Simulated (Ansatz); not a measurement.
Elements on the sites of an ideal bcc lattice, at a guessed lattice constant:

```
Fe Ta
1.0
     6.13314    0.00000    0.00000
     0.00000    6.13314    0.00000
     0.00000    0.00000    6.13314
Fe Ta
9 7
Cartesian
  0.0000 0.0000 0.0000
  3.0666 0.0000 0.0000
  1.5333 1.5333 1.5333
  4.5999 1.5333 1.5333
  1.5333 4.5999 1.5333
  1.5333 1.5333 4.5999
  4.5999 4.5999 1.5333
  1.5333 4.5999 4.5999
  4.5999 4.5999 4.5999
  0.0000 3.0666 0.0000
  0.0000 0.0000 3.0666
  3.0666 3.0666 0.0000
  3.0666 0.0000 3.0666
  0.0000 3.0666 3.0666
  3.0666 3.0666 3.0666
  4.5999 1.5333 4.5999
```

Cell and atoms were relaxed without symmetry on coarser meshes and computed once more. All numbers below come from DFT PBE, scalar-relativistic, plane waves, PAW (Ansatz 0.2.0).

Cutoff 420 eV; k points 5×6×5 on the computed 16-atom cell (Γ-centred); Gaussian smearing, width 0.10 eV; collinear spin from starting moments 2.81 2.81 1.37 1.36 1.44 1.24 1.36 1.37 1.36 -0.24 -0.24 -0.24 -0.24 -0.15 -0.15 0 μB.

The relaxation ran on 2×2×2 (shifted) k points with a smearing of 0.1 eV, from sites shaken by 0.02 Å.

Question: What does the relaxation give?

Answer: A volume of 14.18 Å³/atom and no gap on the mesh. It lies 0.06 eV/atom below the elements' standard states (static lattices, no corrections for gases). The atoms leave their sites by 0.06 Å (root mean square) and 0.14 Å at most, and the cell stretches by up to 1.8 % at fixed volume. One magnetic start was tried.

```
Fe Ta
1.0
     6.20785    0.00038    0.00078
     0.00038    6.04731    0.03553
     0.00078    0.03553    6.04535
Fe Ta
9 7
Direct
  0.00800 0.99692 0.00309
  0.49336 0.99691 0.00283
  0.25076 0.24336 0.24091
  0.75083 0.24919 0.24821
  0.25069 0.75704 0.24275
  0.25050 0.24628 0.75379
  0.75077 0.75706 0.24256
  0.25072 0.75916 0.75684
  0.75079 0.75139 0.75064
  0.00501 0.51086 0.00355
  0.00500 0.99621 0.48902
  0.49653 0.51083 0.00356
  0.49650 0.99624 0.48901
  0.00290 0.50134 0.49850
  0.49848 0.50131 0.49861
  0.75077 0.23409 0.76583
```

The final mesh leaves forces up to 0.23 eV/Å and stresses up to 0.2 GPa: the relaxation ran on a coarser mesh, so the cell's shape, its bonds and its energy belong partly to that mesh.

Spin-orbit coupling is left out, which matters for the bands of heavy elements. Only parallel moments were tried here.

Cost: 2 runs of about 58 core-minutes in all (earlier runs that led there not counted), on Intel Xeon Processor @ 2.50GHz (Skylake/Cascade Lake) (shared hosts).